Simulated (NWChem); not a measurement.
**C2H2F (SMILES C=[C]F): UB3LYP/6-311+G(d,p)**

Aim: the vertical ionisation energy of C2H2F at UB3LYP/6-311+G**, from 2 runs. 

Program for the calculation: NWChem 7.3.0.

**1. The molecule**

C2H2F has 5 atoms, charge 0, and is taken as a doublet. SMILES: `C=[C]F`. The coordinates come from a PBE0-D4/def2-TZVP relaxation.

Bond lengths: C1–C2 1.309 Å, C2–F3 1.302 Å, C1–H4 1.087 Å, C1–H5 1.080 Å. Angles: C1–C2–F3 130.3°, C2–C1–H4 120.7°, C2–C1–H5 119.9°, H4–C1–H5 119.4°.

**2. The energy at UB3LYP/6-311+G(d,p)**

The input, input.nw:

```
start input
title "C2H2F"
memory 2200 mb

geometry noautosym nocenter noautoz
  C     0.488200   -0.200400    0.008400
  C    -0.592700    0.393700    0.447100
  F    -1.725600    0.629500   -0.148900
  H     0.534700   -0.590400   -1.005400
  H     1.345200   -0.306200    0.657500
end

basis spherical bse
  C library 6-311+G**
  F library 6-311+G**
  H library 6-311+G**
end

dft
  xc b3lyp
  mult 2
  grid coarse
  convergence energy 1e-08
  maxiter 100
  mulliken
  noprint "final vectors analysis"
end

task dft energy
```

Command:

```
$ nwchem input.nw > input.out
```

The log of the run:

```text
[...]
          Wavefunction type:  spin polarized.
          No. of atoms     :     5
          No. of electrons :    23
[...]
          Charge           :     0
          Spin multiplicity:     2
[...]
          AO basis - number of functions:    78
[...]
              XC Information
              --------------
                         B3LYP Method XC Potential
                     Hartree-Fock (Exact) Exchange  0.200
                        Slater Exchange Functional  0.800 local
                    Becke 1988 Exchange Functional  0.720 non-local
              Lee-Yang-Parr Correlation Functional  0.810
                  VWN I RPA Correlation Functional  0.190 local
[...]
 d= 0,ls=0.0,diis     1   -177.1275247015 -2.38D+02  1.11D-02  1.95D-01     0.7
[...]
 d= 0,ls=0.0,diis    13   -177.1958795923 -1.75D-09  8.64D-07  2.28D-09     6.8
[...]
         Total DFT energy =     -177.195879592289
      One electron energy =     -362.923057373281
           Coulomb energy =      146.763584866143
    Exchange-Corr. energy =      -21.997551239842
 Nuclear repulsion energy =       60.961144154691
[...]
      Total Density - Mulliken Population Analysis
     ---------------------------------------------
    Atom       Charge   Shell Charges
 -----------   ------   -------------------------------------------------------
    1 C    6     6.31   1.10  0.89  0.66  0.76  1.46  0.46  0.90 -0.02  0.06  0.04
    2 C    6     5.95   1.10  0.88  0.60  0.80  1.32  0.49  0.56  0.04  0.04  0.12
    3 F    9     9.05   1.08  0.92  1.18  1.10  2.34  0.85  1.60 -0.04  0.03  0.01
    4 H    1     0.84   0.27  0.47  0.08  0.03
    5 H    1     0.84   0.27  0.47  0.07  0.03
[...]
      <S2> =      0.7595 (Exact =     0.7500)
[...]
```

Wall time 7.8 s (1 thread of AMD EPYC 7R13 (Zen 3), shared host); peak memory 0.11 GiB.

**3. The singlet cation, same level**

The input, mol.nw:

```
start mol
title "C2H2F"
memory 2200 mb
charge 1

geometry units bohr noautosym nocenter noautoz
   C      0.92256429    -0.37870112     0.01587370
   C     -1.12004067     0.74398518     0.84489655
   F     -3.26091140     1.18958260    -0.28138022
   H      1.01043656    -1.11569430    -1.89993065
   H      2.54205958    -0.57863414     1.24249493
end

basis spherical bse
   C library 6-311+G**
   F library 6-311+G**
   H library 6-311+G**
end

dft
   xc b3lyp
   grid coarse
   convergence energy 1e-08
   maxiter 100
   mulliken
   noprint "final vectors analysis"
end

task dft energy
```

Command:

```
$ nwchem mol.nw > mol.out
```

The log of the run:

```text
[...]
          Wavefunction type:  closed shell.
          No. of atoms     :     5
          No. of electrons :    22
[...]
          Charge           :     1
          Spin multiplicity:     1
[...]
          AO basis - number of functions:    78
[...]
              XC Information
              --------------
                         B3LYP Method XC Potential
                     Hartree-Fock (Exact) Exchange  0.200
                        Slater Exchange Functional  0.800 local
                    Becke 1988 Exchange Functional  0.720 non-local
              Lee-Yang-Parr Correlation Functional  0.810
                  VWN I RPA Correlation Functional  0.190 local
[...]
 d= 0,ls=0.0,diis     1   -176.6232951650 -2.38D+02  2.32D-02  1.97D+00     0.6
[...]
 d= 0,ls=0.0,diis    11   -176.8066529677 -9.70D-10  3.05D-07  8.57D-10     4.6
         Total DFT energy =     -176.806652967695
      One electron energy =     -355.599307067575
           Coulomb energy =      139.423818103895
    Exchange-Corr. energy =      -21.592303759040
 Nuclear repulsion energy =       60.961139755025
[...]
      Total Density - Mulliken Population Analysis
     ---------------------------------------------
    Atom       Charge   Shell Charges
 -----------   ------   -------------------------------------------------------
    1 C    6     6.17   1.10  0.89  0.64  0.79  1.45  0.48  0.75  0.01  0.03  0.04
    2 C    6     5.58   1.10  0.88  0.56  0.83  1.27  0.36  0.46 -0.04  0.03  0.11
    3 F    9     8.83   1.08  0.92  1.16  1.12  2.30  0.84  1.48 -0.05 -0.03  0.01
    4 H    1     0.69   0.25  0.42  0.00  0.03
    5 H    1     0.73   0.26  0.44  0.01  0.03
[...]
```

It took 5.7 s on 1 thread of AMD EPYC 7R13 (Zen 3), shared host; peak memory 0.11 GiB.

**4. What came out**

At UB3LYP/6-311+G**:

```
                                          quantity          value
                       doublet C2H2F: total energy  -177.19588 Eh
                      doublet C2H2F: dipole moment         1.11 D
                               doublet C2H2F: ⟨S²⟩          0.759
                      singlet cation: total energy  -176.80665 Eh
vertical ionisation energy (to the singlet cation)      10.591 eV
```

What this shows: Removing an electron at fixed nuclei costs 10.59 eV (1022 kJ/mol). Only the singlet of the ionised species was computed; a triplet could lie lower. Mulliken charges (doublet C2H2F) run from -0.31 on C1 to +0.16 on H4; in a basis this large or diffuse they mean little.
